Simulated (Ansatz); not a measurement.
Species: C2H4, charge 0, triplet. This triplet is an excited state, 3.0 eV above the singlet at CCSD(T)/cc-pV5Z (Ansatz, a first-principles code). C2H4 (parent SMILES C=C, triplet).
B3LYP-D3(BJ)/def2-TZVP minimum from Ansatz:
```
C
H 1 1.0863
H 1 1.0863 2 116.40
C 1 1.4426 2 121.80 3 -180.00
H 4 1.0863 1 121.80 2 90.00
H 4 1.0863 5 116.40 1 180.00
```
Charge 0, spin multiplicity 3.

Total energies in aug-cc-pVDZ, 12 correlated electrons, 2 frozen orbitals. Open shells are spin-unrestricted; no spin-orbit coupling. Cores are frozen in correlated methods. No relativity. The spin of C2H4 (parent SMILES C=C, triplet) was assumed, and the state is the lowest solution found for it.

| method | program | energy (Eh) | minus CCSDT(Q) (mEh) |
|---|---|---|---|
| HF | Ansatz | -77.97503 | 290.26 |
| MP2 | Ansatz | -78.22014 | 45.16 |
| CCSD | Ansatz | -78.25646 | 8.84 |
| CCSD(T) | Ansatz | -78.26406 | 1.24 |
| CCSDT(Q) | Ansatz | -78.26530 | 0.00 |

Rough core times of Ansatz's runs on a shared machine: CCSD(T) under 20 s, CCSDT(Q) 8 min.
